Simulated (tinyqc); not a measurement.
Worked calculation (part 2 of 2): UHF in the sto-3g basis, for BH, spin multiplicity 1. Computed by tinyqc, a small Python program that keeps every step (integrals from PySCF). Command: `OMP_NUM_THREADS=1 python tinyqc.py 23867 23868 out.jsonl` (the two numbers bound the seeds that draw the settings). One thread of a shared host (Intel(R) Xeon(R) Processor @ 2.60GHz), about 0.1 s of CPU time with the checks.

Geometry (angstrom):
```
atom,x,y,z
B,0.00000,0.00000,0.00000
H,0.00000,0.00000,1.31200
```

## Iteration 9 (converged): orbitals

converged F(alpha) (hartree), lower triangle:
```
,1B 1s,1B 2s,1B 2px,1B 2py,1B 2pz,2H 1s
1B 1s,-7.33049
1B 2s,-2.14580,-0.98802
1B 2px,0.00027,0.07166,0.26507
1B 2py,0.00056,0.14849,-0.02406,0.22682
1B 2pz,-0.01552,-0.05392,-0.05227,-0.10832,-0.06365
2H 1s,-0.41460,-0.47345,-0.00335,-0.00694,-0.37831,-0.33406
```

converged F(beta) (hartree), lower triangle:
```
,1B 1s,1B 2s,1B 2px,1B 2py,1B 2pz,2H 1s
1B 1s,-7.33049
1B 2s,-2.14580,-0.98802
1B 2px,-0.00027,-0.07166,0.26507
1B 2py,-0.00056,-0.14849,-0.02406,0.22682
1B 2pz,-0.01552,-0.05392,0.05227,0.10832,-0.06365
2H 1s,-0.41460,-0.47345,0.00335,0.00694,-0.37831,-0.33406
```

X:
```
,1,2,3,4,5,6
1B 1s,0.28003,0.78475,0.00000,0.00000,0.58901,0.20980
1B 2s,-0.85686,-0.54602,0.00000,0.00000,0.41704,0.41338
1B 2px,0.00000,0.00000,0.38165,0.92431,0.00000,0.00000
1B 2py,0.00000,0.00000,0.92431,-0.38165,0.00000,0.00000
1B 2pz,-0.78912,0.53099,0.00000,0.00000,-0.53689,0.35063
2H 1s,1.10834,-0.24235,0.00000,0.00000,-0.20866,0.51623
```

Diagonalise F' = X^T F X, C = X C', fill 3 alpha and 3 beta electrons from the bottom; D(s) = C_occ C_occ^T. Each column has its largest component positive (the first on a tie).

F' = X^T F X (alpha) (hartree), lower triangle:
```
,1,2,3,4,5,6
1,0.51709
2,-0.61644,-2.85946
3,-0.05465,-0.15127,0.21542
4,-0.00317,-0.00879,-0.00356,0.27647
5,-0.35797,-3.08661,0.13508,0.00785,-3.66857
6,-0.23878,-1.44927,0.02210,0.00128,-1.77227,-1.40727
```

orbital energies (alpha) (hartree): MO1 -7.33530, MO2 -0.54092, MO3 -0.27582, MO4 0.27668, MO5 0.30100, MO6 0.64803

coefficients C (alpha):
```
,MO1,MO2,MO3,MO4,MO5,MO6
1B 1s,0.99211,-0.21920,-0.16831,0.00000,-0.09182,0.12693
1B 2s,0.02924,0.64857,0.65802,0.00000,0.33856,-0.63877
1B 2px,-0.00028,-0.04684,-0.15778,0.90062,0.40222,0.00308
1B 2py,-0.00059,-0.09707,-0.32696,-0.43461,0.83352,0.00638
1B 2pz,0.00485,0.17923,-0.55419,0.00000,-0.18908,-0.96996
2H 1s,-0.00638,0.48582,-0.41771,0.00000,-0.11557,1.08318
```

F' = X^T F X (beta) (hartree), lower triangle:
```
,1,2,3,4,5,6
1,0.51709
2,-0.61644,-2.85946
3,0.05465,0.15127,0.21542
4,0.00317,0.00879,-0.00356,0.27647
5,-0.35797,-3.08661,-0.13508,-0.00785,-3.66857
6,-0.23878,-1.44927,-0.02210,-0.00128,-1.77227,-1.40727
```

orbital energies (beta) (hartree): MO1 -7.33530, MO2 -0.54092, MO3 -0.27582, MO4 0.27668, MO5 0.30100, MO6 0.64803

coefficients C (beta):
```
,MO1,MO2,MO3,MO4,MO5,MO6
1B 1s,0.99211,-0.21920,-0.16831,0.00000,0.09182,0.12693
1B 2s,0.02924,0.64857,0.65802,0.00000,-0.33856,-0.63877
1B 2px,0.00028,0.04684,0.15778,0.90062,0.40222,-0.00308
1B 2py,0.00059,0.09707,0.32696,-0.43461,0.83352,-0.00638
1B 2pz,0.00485,0.17923,-0.55419,0.00000,0.18908,-0.96996
2H 1s,-0.00638,0.48582,-0.41771,0.00000,0.11557,1.08318
```

D(alpha) after iteration 9, lower triangle:
```
,1B 1s,1B 2s,1B 2px,1B 2py,1B 2pz,2H 1s
1B 1s,1.06065
1B 2s,-0.22390,0.85450
1B 2px,0.03654,-0.13421,0.02709
1B 2py,0.07573,-0.27812,0.05613,0.11632
1B 2pz,0.05880,-0.24829,0.07904,0.16379,0.33927
2H 1s,-0.04252,0.04004,0.04315,0.08941,0.31853,0.41054
```

D(beta) after iteration 9, lower triangle:
```
,1B 1s,1B 2s,1B 2px,1B 2py,1B 2pz,2H 1s
1B 1s,1.06065
1B 2s,-0.22390,0.85450
1B 2px,-0.03654,0.13421,0.02709
1B 2py,-0.07573,0.27812,0.05613,0.11632
1B 2pz,0.05880,-0.24829,-0.07904,-0.16379,0.33927
2H 1s,-0.04252,0.04004,-0.04315,-0.08941,0.31853,0.41054
```

## Convergence

Stop when the energy changes by less than 1e-09 hartree and every element of the error matrix X^T (F D S - S D F) X (for each spin) is below 9e-06.

Course of the cycle:
```
iteration,E (hartree),change,largest element of the error matrix
1,-24.1464523,-,3.38e-01
2,-24.7521089,-6.06e-01,4.81e-02
3,-24.7575961,-5.49e-03,4.13e-03
4,-24.7577316,-1.35e-04,1.67e-03
5,-24.7577558,-2.42e-05,5.12e-04
6,-24.7577601,-4.22e-06,2.00e-04
7,-24.7577610,-8.98e-07,1.18e-04
8,-24.7577615,-5.89e-07,8.70e-07
9,-24.7577615,-1.57e-11,9.83e-09
```

PySCF UHF in the same basis, after a stability check = -24.7577615 hartree

Converged in 9 iterations.

## Populations, bond orders and dipole

overlap S, lower triangle:
```
,1B 1s,1B 2s,1B 2px,1B 2py,1B 2pz,2H 1s
1B 1s,1.00000
1B 2s,0.26933,1.00000
1B 2px,0.00000,0.00000,1.00000
1B 2py,0.00000,0.00000,0.00000,1.00000
1B 2pz,0.00000,0.00000,0.00000,0.00000,1.00000
2H 1s,0.05041,0.41483,0.00000,0.00000,0.44470,1.00000
```

Mulliken: Z minus the diagonal of D S on the atom; Loewdin: the same with S^(1/2) D S^(1/2); Mayer order: 2 sum_s sum (D(s) S)_ij (D(s) S)_ji over the two atoms.

Charges (e):
```
atom,Mulliken,Loewdin,Mulliken spin
1B,0.13332,0.11836,0
2H,-0.13332,-0.11836,0
```

Mayer bond orders:
```
pair,order
2-1,0.98223
```

dipole moment about the origin, x y z (debye): 0.00000  0.00000  0.31472

<S^2> of the determinant (pure state: 0) = 0.49138
